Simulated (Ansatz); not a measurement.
A calculation on 2H MoS₂ returned lattice constant a 3.185 Å, lattice parameter c 14.797 Å, equilibrium volume per atom 21.67 Å³/atom.

For reference: lattice constant a 3.16 Å (measured, 300 K, no zero-point or thermal correction; as tabulated in arXiv:1605.07067); lattice parameter c 12.294 Å (measured, 300 K, not corrected to a static lattice; as tabulated in arXiv:1605.07067).

Task: Which level of theory produced these numbers?
A. rVV10 (Ansatz, a first-principles code)
B. r²SCAN-D4 (Ansatz)
C. PBE (Ansatz)
D. r²SCAN (Ansatz)

Result: C, PBE (Ansatz)

The others give: r²SCAN 3.184 Å, 12.986 Å, 19.02 Å³/atom; r²SCAN-D4 3.174 Å, 12.489 Å, 18.16 Å³/atom; rVV10 3.215 Å, 12.422 Å, 18.53 Å³/atom.

Unless a cell is named, each level is at its own relaxed cell (PBE 21.67, r²SCAN 19.01, r²SCAN-D4 18.16, rVV10 18.53 Å³/atom).

The crystal itself was run without spin with r²SCAN, PBE; a magnetic state was not tried in these runs.

Caveats: for a layered or molecular solid the relaxed cell lies over 5 % above the published volume, where the minimum can be shallow (r²SCAN, PBE); the cell comes from a level without a dispersion term, which matters for the spacing of layers, chains or molecules (r²SCAN, PBE). Ansatz's density-functional and Hartree–Fock values are scalar-relativistic unless marked +SOC, with PAW data made under PBE.
